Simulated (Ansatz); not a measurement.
Results of BLYP (Ansatz, an electronic-structure program, plane waves, PAW) for hcp Cd.

Settings: plane-wave cutoff 520 eV, 24×24×10 k mesh (along the axes of the cell as run), Fermi–Dirac smearing 0.05 eV, scalar-relativistic PAW data made under PBE.

Cell (relaxed at this level):

```
Cd
1.0
    1.53268    -2.65469     0.00000
    1.53268     2.65469     0.00000
    0.00000     0.00000     6.68158
Cd
2
Direct
  0.33333   0.66667   0.25000
  0.66667   0.33333   0.75000
```

Task: Estimate the bulk modulus that the calculation returns.

Result: 
- bulk modulus = 13.4 GPa

The run finds no gap.

Measured, for comparison: bulk modulus 53.8 GPa (zero-point energy and finite temperature contributions removed, our sources range from 50.7 to 53.8; as tabulated in doi:10.1021/acs.jctc.3c00612). Computed (rounded) less measured: bulk modulus -75 % (-74 % to -75 % over the range).

Note: the cell is over a tenth larger than the published one: the level's own overestimate first of all, though another phase or state, or a fault of the published cell, is possible; the bulk modulus comes from volumes at which shape and atoms were relaxed.

The result took about 8 core-minutes (a rough figure).
